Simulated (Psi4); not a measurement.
**C2H3F+ (SMILES [CH2][CH+]F): a chain of runs**

We compute a geometry optimisation (UM06-2X/def2-SVP), then vibrational wavenumbers, then a single-point energy (UMP2/cc-pVTZ) of C2H3F+. 

Program for the calculation: Psi4 1.11.

## (1) The molecule

C2H3F+: 6 atoms, total charge +1, spin state doublet. As SMILES, `[CH2][CH+]F`. The shape is that of a GFN2-xTB optimisation. This is one conformer, not always the lowest. The run starts from this shape.

Bond lengths: C1–C2 1.360 Å, C2–F3 1.280 Å, C1–H4 1.096 Å, C1–H5 1.089 Å, C2–H6 1.105 Å. Angles: C1–C2–F3 124.7°, C1–C2–H6 122.0°, F3–C2–H6 113.2°, C2–C1–H4 122.0°, C2–C1–H5 122.1°, H4–C1–H5 115.8°.

## (2) A structure relaxation at UM06-2X/def2-SVP (density fitting) (run 1)

Input file c2h3f.inp:

```
memory 1600 mb

molecule mol {
  1 2
  C     -0.480680     0.249980    -0.453480
  C      0.478630    -0.197740     0.400480
  F      0.828510    -1.422560     0.525540
  H     -1.306900    -0.389170    -0.783880
  H     -0.513400     1.283180    -0.797340
  H      0.993850     0.476310     1.108680
}

set reference uks
set geom_maxiter 60

e, wfn = optimize('m06-2x/def2-SVP', return_wfn=True)
```

On the command line:

```sh
$ psi4 c2h3f.inp c2h3f.out -n 1
```

c2h3f.out:

```text
[...]
  Running in c1 symmetry.
[...]
  Nuclear repulsion =   67.914506178827054
[...]
  Multiplicity = 2
[...]
  Nalpha       = 12
  Nbeta        = 11
[...]
    Number of basis functions: 57
[...]
   @DF-UKS iter   1:  -177.19898346510450   -3.80070e-02   4.30600e-03 DIIS/ADIIS
[...]
   @DF-UKS iter   8:  -177.24084285387099   -2.10321e-12   6.98037e-09 DIIS
[...]
   @S^2 Observed:                7.530984958E-01
[...]
  @DF-UKS Final Energy:  -177.24084285387099
   => Energetics <=
    Nuclear Repulsion Energy =             67.9698597173259031
    One-Electron Energy =                -370.0162026274152254
    Two-Electron Energy =                 135.3494730000269328
    DFT Exchange-Correlation Energy =     -10.5439729438086012
    Empirical Dispersion Energy =           0.0000000000000000
    VV10 Nonlocal Energy =                  0.0000000000000000
    Total Energy =                       -177.2408428538709870
[...]
  -Total Gradient:
     Atom            X                  Y                   Z
    ------   -----------------  -----------------  -----------------
       1        0.000029890011    -0.000029075803    -0.000008876089
       2       -0.000059579662     0.000167250249    -0.000036227197
       3        0.000073735176     0.000054546271     0.000058967360
       4        0.000015189787    -0.000031102049     0.000022255743
       5       -0.000088829052    -0.000008952708    -0.000053123314
       6       -0.000020781172     0.000123539189    -0.000036829306
[...]
```

On the terminal:

```text
Optimizer: Optimization complete!
```

Wall time 48 s (1 thread of Intel Xeon 6975P-C (Granite Rapids), shared host); peak memory 0.75 GiB.

The path in brief:

```csv
step,energy from the first frame kept (eV),largest force (eV/Å)
0,0.0000,3.3426
1,-0.1463,0.5791
2,-0.1897,0.3542
3,-0.2055,0.3016
4,-0.2084,0.1709
5,-0.2099,0.0217
6,-0.2100,0.0150
7,-0.2100,0.0093
```

After the run. Bond lengths: C1–C2 1.410 Å, C2–F3 1.260 Å, C1–H4 1.096 Å, C1–H5 1.094 Å, C2–H6 1.099 Å. Angles: C1–C2–F3 118.9°, C1–C2–H6 125.2°, F3–C2–H6 115.9°, C2–C1–H4 119.6°, C2–C1–H5 119.7°, H4–C1–H5 120.7°.

## (3) The harmonic vibrations at UM06-2X/def2-SVP (density fitting) (run 2)

Input file run.py:

```python
import psi4

psi4.set_memory('1600 MB')
psi4.set_num_threads(1)
psi4.core.set_output_file('c2h3f.out', False)

molecule = psi4.geometry("""
1 2
C     -0.81612925     0.46710439    -0.95666818
C      1.08219513    -0.35426318     0.72432257
F      1.34978035    -2.68973979     1.10587151
H     -2.02155153    -0.92855473    -1.89950357
H     -1.06946971     2.48879009    -1.30430031
H      2.38458493     0.88924842     1.75946730
units bohr
""")

psi4.set_options({
    'basis': 'def2-SVP',
    'reference': 'uks',
    't': 600.0,
    'rotational_symmetry_number': 1,
})

energy_value = psi4.frequencies('m06-2x', molecule=molecule)
print(f'm06-2x energy: {energy_value:.10f} Eh')
for k in ('ZPVE', 'ENTHALPY', 'GIBBS FREE ENERGY'):
    print(f'{k}: {psi4.variable(k):.8f} Eh')
for k, v in sorted(psi4.core.scalar_variables().items()):
    print(f'{k:45s} {v:18.10f}')
```

On the command line:

```sh
$ python run.py
```

c2h3f.out:

```text
[...]
  Running in c1 symmetry.
[...]
  Nuclear repulsion =   67.969865957362117
[...]
  Multiplicity = 2
[...]
  Nalpha       = 12
  Nbeta        = 11
[...]
    Number of basis functions: 57
[...]
   @DF-UKS iter   1:  -177.21069769069979   -7.08638e-02   4.09604e-03 ADIIS/DIIS
[...]
   @DF-UKS iter  13:  -177.24084173007097   -5.96856e-13   2.91275e-09 DIIS
[...]
   @S^2 Observed:                7.530967521E-01
[...]
  @DF-UKS Final Energy:  -177.24084173007097
   => Energetics <=
    Nuclear Repulsion Energy =             67.9754202153371523
    One-Electron Energy =                -370.0261077405707510
    Two-Electron Energy =                 135.3540127045403096
    DFT Exchange-Correlation Energy =     -10.5441669093777133
    Empirical Dispersion Energy =           0.0000000000000000
    VV10 Nonlocal Energy =                  0.0000000000000000
    Total Energy =                       -177.2408417300709687
[...]
  -Total Gradient:
     Atom            X                  Y                   Z
    ------   -----------------  -----------------  -----------------
       1        0.000009948330     0.000164553792    -0.000204792312
       2        0.000299497400     0.000544441690     0.000447789162
       3        0.000047366764     0.000025404160     0.000000566541
       4        0.000021728050    -0.000074926094     0.000059769895
       5       -0.000013755189    -0.000195684754     0.000099128394
       6       -0.000419876004    -0.000186348424    -0.000435930174
[...]
  ==> Harmonic Vibrational Analysis <==
[...]
  Freq [cm^-1]                 468.2940            497.3833            885.7058
[...]
  IR activ [km/mol]             4.4942             16.6950             19.1171
[...]
  Freq [cm^-1]                 999.2484           1023.9923           1254.5081
[...]
  Freq [cm^-1]                1335.6031           1463.3763           1654.5629
[...]
```

Standard output:

```text
Warning: used thermodynamics relations inappropriate for low-frequency modes: ['468.2940' '497.3833']
m06-2x energy: -177.2408428542 Eh
ZPVE: 0.04388454 Eh
ENTHALPY: -177.18497471 Eh
GIBBS FREE ENERGY: -177.25458802 Eh
CURRENT ENERGY                                   -177.2408428542
CURRENT REFERENCE ENERGY                         -177.2408428542
DD SOLVATION ENERGY                                 0.0000000000
DFT FUNCTIONAL TOTAL ENERGY                      -177.2408428542
DFT TOTAL ENERGY                                 -177.2408428542
DFT VV10 ENERGY                                     0.0000000000
DFT XC ENERGY                                     -10.5439731893
ENTHALPY                                         -177.1849747079
ENTHALPY CORRECTION                                 0.0558681463
FINDIF NUMBER                                      31.0000000000
GIBBS FREE ENERGY                                -177.2545880226
GIBBS FREE ENERGY CORRECTION                       -0.0137451683
GRID ELECTRONS ALPHA                               11.9999944019
GRID ELECTRONS BETA                                10.9999945666
GRID ELECTRONS TOTAL                               22.9999889684
NUCLEAR REPULSION ENERGY                           67.9698659574
ONE-ELECTRON ENERGY                              -370.0162136676
PCM POLARIZATION ENERGY                             0.0000000000
PE ENERGY                                           0.0000000000
SCF ITERATION ENERGY                             -177.2408428542
SCF ITERATIONS                                     13.0000000000
SCF TOTAL ENERGY                                 -177.2408428542
THERMAL ENERGY                                   -177.1868747942
THERMAL ENERGY CORRECTION                           0.0539680600
TWO-ELECTRON ENERGY                               135.3494780453
ZERO K ENTHALPY                                  -177.1969583149
ZPVE                                                0.0438845393
```

It took 3.5 min on 1 thread of Intel Xeon 6975P-C (Granite Rapids), shared host; peak memory 0.72 GiB.

## (4) The energy at UMP2/cc-pVTZ (density fitting, density fitting for correlation) (run 3)

Input file calc.py:

```python
import psi4

psi4.set_memory(1600000000)
psi4.set_num_threads(1)
psi4.core.set_output_file('c2h3f.out', False)

mol = psi4.geometry("""
1 2
C     -0.431877     0.247181    -0.506247
C      0.572673    -0.187468     0.383295
F      0.714273    -1.423349     0.585202
H     -1.069759    -0.491370    -1.005174
H     -0.565939     1.317011    -0.690206
H      1.261868     0.470570     0.931070
units angstrom
symmetry c1
""")

psi4.set_options({
    'basis': 'cc-pVTZ',
    'reference': 'uhf',
    'freeze_core': True,
})

energy_value, wavefunction = psi4.energy("mp2", molecule=mol, return_wfn=True)
print(f'mp2 energy: {energy_value:.10f} Eh')
for k, v in sorted(psi4.core.scalar_variables().items()):
    print(f'{k:45s} {v:18.10f}')
```

On the command line:

```sh
$ python calc.py
```

c2h3f.out:

```text
[...]
  Running in c1 symmetry.
[...]
  Nuclear repulsion =   67.969865904879995
[...]
  Multiplicity = 2
[...]
  Nalpha       = 12
  Nbeta        = 11
[...]
    Number of basis functions: 132
[...]
   @DF-UHF iter   1:  -176.57025262329148   -3.46299e-01   2.33605e-03 DIIS/ADIIS
[...]
   @DF-UHF iter  15:  -176.63115813099662   -1.03171e-11   3.98913e-09 DIIS
[...]
   @S^2 Observed:                7.562324721E-01
[...]
  @DF-UHF Final Energy:  -176.63115813099662
   => Energetics <=
    Nuclear Repulsion Energy =             67.9698659048799954
    One-Electron Energy =                -370.2808626144308164
    Two-Electron Energy =                 125.6798385785541825
    Total Energy =                       -176.6311581309966243
  UHF NO Occupations:
  HONO-2 :   10  A 1.9994837
  HONO-1 :   11  A 1.9984125
[...]
 Multipole Moments:
 ------------------------------------------------------------------------------------
     Multipole            Electronic (a.u.)      Nuclear  (a.u.)        Total (a.u.)
 ------------------------------------------------------------------------------------
 L = 1.  Multiply by 2.5417464519 to convert [e a0] to [Debye]
 Dipole X            :          1.2321876           -1.6286931           -0.3965056
 Dipole Y            :         -2.1428594            3.5739372            1.4310778
 Dipole Z            :          1.1957924           -1.6288901           -0.4330977
 Magnitude           :                                                    1.5468594
[...]
```

On the terminal:

```text
mp2 energy: -177.1523772578 Eh
CURRENT CORRELATION ENERGY                         -0.5212191268
CURRENT ENERGY                                   -177.1523772578
CURRENT REFERENCE ENERGY                         -176.6311581310
CUSTOM SCS-MP2 CORRELATION ENERGY                  -0.5169543405
CUSTOM SCS-MP2 TOTAL ENERGY                      -177.1481124715
DD SOLVATION ENERGY                                 0.0000000000
HF KINETIC ENERGY                                 176.3897355260
HF POTENTIAL ENERGY                              -353.0208936570
HF TOTAL ENERGY                                  -176.6311581310
HF VIRIAL RATIO                                     2.0013686885
MP2 CORRELATION ENERGY                             -0.5212191268
MP2 DOUBLES ENERGY                                 -0.5212191268
MP2 OPPOSITE-SPIN CORRELATION ENERGY               -0.3960168826
MP2 SAME-SPIN CORRELATION ENERGY                   -0.1252022443
MP2 SINGLES ENERGY                                 -0.0000000000
MP2 TOTAL ENERGY                                 -177.1523772578
NUCLEAR REPULSION ENERGY                           67.9698659049
ONE-ELECTRON ENERGY                              -370.2808626144
PCM POLARIZATION ENERGY                             0.0000000000
PE ENERGY                                           0.0000000000
SCF ITERATION ENERGY                             -176.6311581310
SCF ITERATIONS                                     15.0000000000
SCF TOTAL ENERGY                                 -176.6311581310
SCS-MP2 CORRELATION ENERGY                         -0.5169543405
SCS-MP2 TOTAL ENERGY                             -177.1481124715
TWO-ELECTRON ENERGY                               125.6798385786
```

Wall time 2.1 s (1 thread of Intel Xeon 6975P-C (Granite Rapids), shared host); peak memory 0.25 GiB.

## (5) Summary of results

```
                                                                       quantity             value
                               run 1, UM06-2X/def2-SVP: total energy at the end     -177.24084 Eh
                    run 1, UM06-2X/def2-SVP: HOMO energy (highest over α and β)         -17.57 eV
                     run 1, UM06-2X/def2-SVP: LUMO energy (lowest over α and β)         -11.15 eV
                                                  run 1, UM06-2X/def2-SVP: ⟨S²⟩             0.753
                            run 2, UM06-2X/def2-SVP: lowest harmonic wavenumber          468 cm⁻¹
                           run 2, UM06-2X/def2-SVP: highest harmonic wavenumber         3302 cm⁻¹
                                     run 2, UM06-2X/def2-SVP: zero-point energy      115.2 kJ/mol
run 2, UM06-2X/def2-SVP: ideal-gas entropy at 600 K (symmetry number 1 as used)  72.8 cal/(mol K)
                                              run 3, UMP2/cc-pVTZ: total energy     -177.15238 Eh
run 3, UMP2/cc-pVTZ: HOMO energy (Hartree–Fock orbitals) (highest over α and β)         -19.57 eV
 run 3, UMP2/cc-pVTZ: LUMO energy (Hartree–Fock orbitals) (lowest over α and β)          -7.27 eV
               run 3, UMP2/cc-pVTZ: correlation energy (3 core orbitals frozen)        -521.2 mEh
                         run 3, UMP2/cc-pVTZ: ⟨S²⟩ of the reference determinant             0.756
```

The optimisation (run 1, UM06-2X/def2-SVP) took 8 steps and changed the energy by -0.210 eV. All 12 modes (run 2, UM06-2X/def2-SVP) are real, so the shape is a minimum at this level.
